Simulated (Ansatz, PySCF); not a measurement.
Potential energy surface of F4Si, singlet: flattening of a tetrahedron along the D2d path, bond length relaxed. Scanned: the two opposite F-Si-F angles (109.47 = tetrahedral, 180 = square planar). Other coordinates (Si-F bond length) were minimised at PBE0/def2-TZVP.

Methods: PBE0/def2-TZVP, density fitting (PySCF); RHF/aug-cc-pVTZ (Ansatz, a quantum-chemistry and plane-wave program); RHF/3-21G = restricted Hartree-Fock/3-21G (PySCF).

Energies in kcal/mol, each method relative to its own lowest point.

```tsv
a / °	PBE0	RHF/aug-cc-pVTZ	RHF/3-21G
90	19.5	21.8	20.5
96.50	7.9	8.8	8.4
101.50	2.8	3.1	3.0
106.34	0.4	0.4	[?]
109.47	0.0	0.0	0.0
116.50	1.8	2.0	2.1
123	6.2	6.9	7.1
133	16.8	18.7	19.1
143	29.8	33.3	33.9
153	43.2	48.3	48.5
163	54.4	61.0	60.6
173	61.4	69.0	67.9
180	63.0	70.7	69.5
```

Question: Complete the blanks.

Answer: 
- 106.34, RHF/3-21G: 0.5
